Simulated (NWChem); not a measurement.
Molecule: SiH4; SMILES [SiH4]

Computed with NWChem. Pople sets run with spherical d functions. Each level has its own optimisation. Entropies are gas-phase, rigid-rotor, harmonic values for NWChem's default masses at 298.15 K and 1 bar, so the errors hold that model's part too (torsions, anharmonicity).

Measured entropy at 1 bar: 48.9 cal/(mol K) (CRC Handbook, as tabulated in the package chemicals).

### Question
Which of these levels lies farthest from the measured value, and how do the others fare: Hartree-Fock/3-21G; B3LYP/6-31G*; PBE0/def2-SVP; Hartree-Fock/6-31G*; Hartree-Fock/STO-3G; PBE/def2-SVP; BLYP/def2-SVP; LDA (Slater exchange, VWN5)/def2-SVP?

### Answer
Hartree-Fock/STO-3G.
```csv
level,entropy at 1 bar (cal/(mol K)),computed − measured
Hartree-Fock/STO-3G,48.2,-0.7
Hartree-Fock/3-21G,48.8,-0.1
Hartree-Fock/6-31G*,48.7,-0.2
B3LYP/6-31G*,48.9,0.0
"LDA (Slater exchange, VWN5)/def2-SVP",49.2,+0.3
PBE/def2-SVP,49.1,+0.2
BLYP/def2-SVP,49.0,+0.1
PBE0/def2-SVP,48.9,0.0
```
